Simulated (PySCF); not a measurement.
Species: dimethyl carbonate, C3H6O3.
Numbering: `[CH3:1][O:2][C:3](=[O:4])[O:5][CH3:6]` (hydrogens: H7, H8, H9 on C1; H10, H11, H12 on C6)

Cartesian coordinates in Å at the GFN2-xTB level; atoms count from 1:
```
atom  x, y, z in Å
C1     2.3238    0.0526    0.1348
O2     1.1077   -0.5919    0.4930
C3     0.0003   -0.0014    0.0431
O4    -0.0373    0.9969   -0.6183
O5    -1.0591   -0.7015    0.4494
C6    -2.3188   -0.1844    0.0392
H7     2.3439    1.0717    0.5260
H8     3.1173   -0.5433    0.5773
H9     2.4300    0.0899   -0.9511
H10   -3.0648   -0.8619    0.4455
H11   -2.3802   -0.1526   -1.0503
H12   -2.4615    0.8251    0.4297
```

Computed with TDDFT PBE0/def2-SVPD, vertical, gas phase, core orbitals frozen in the response in PySCF.

Transition dipole moments from the ground state, in atomic units and in the frame of the coordinates above (overall signs are arbitrary), for the states with f of 0.002 or more among the lowest 8:

```json
{"state": "S2", "E (eV)": "7.907", "μx": "-0.301", "μy": "-0.015", "μz": "-0.005"}
{"state": "S4", "E (eV)": "8.375", "μx": "-0.014", "μy": "0.182", "μz": "0.275"}
{"state": "S5", "E (eV)": "8.687", "μx": "1.096", "μy": "0.056", "μz": "0.022"}
{"state": "S6", "E (eV)": "8.767", "μx": "-0.008", "μy": "0.192", "μz": "-0.129"}
{"state": "S7", "E (eV)": "8.944", "μx": "-0.228", "μy": "-0.013", "μz": "-0.006"}
{"state": "S8", "E (eV)": "9.017", "μx": "-0.019", "μy": "0.200", "μz": "0.305"}
```

Q: What oscillator strength does each state have?

A: f = (2/3) ΔE |μ|² with ΔE in hartree (27.2114 eV).

```json
{"state": "S2", "|μ|² (au)": "0.091", "|μ| (D)": "0.77", "f": "0.018"}
{"state": "S4", "|μ|² (au)": "0.109", "|μ| (D)": "0.84", "f": "0.022"}
{"state": "S5", "|μ|² (au)": "1.204", "|μ| (D)": "2.79", "f": "0.256"}
{"state": "S6", "|μ|² (au)": "0.053", "|μ| (D)": "0.59", "f": "0.011"}
{"state": "S7", "|μ|² (au)": "0.052", "|μ| (D)": "0.58", "f": "0.011"}
{"state": "S8", "|μ|² (au)": "0.133", "|μ| (D)": "0.93", "f": "0.029"}
```

Q: What is the point group, and which symmetry does each of these states have?

A: C2v. The ground state is totally symmetric, so the direction of μ fixes the label. Polarised along the twofold axis, so A1: S6. Polarised across the twofold axis, so B1 or B2: S2, S4, S5, S7 and S8. Which of B1 and B2 hangs on the choice of axes; S2, S5 and S7 take one label and S4 and S8 the other.

Q: Which bond between heavy atoms lies closest to the direction of the S5 transition dipole?

A: C1–O2 and O5–C6, at 29° from it; next C3–O5 and O2–C3 at 35°.

Q: What angle do the transition dipoles of S2 and S7 make?

A: |cos θ| = |μa·μb| / (|μa| |μb|) = 1.00, so θ ≈ 1° (taken between 0 and 90°, since the signs are arbitrary).

Q: What peak molar absorption coefficient would the strongest computed level give as a lone Gaussian band 0.5 eV wide at half height?

A: ε(max) = 2.175×10⁸ f / FWHM, with the width in cm⁻¹. S5: 2.175×10⁸ × 0.2562 / 4033 ≈ 14000 L mol⁻¹ cm⁻¹.

One conformer stands for the species.
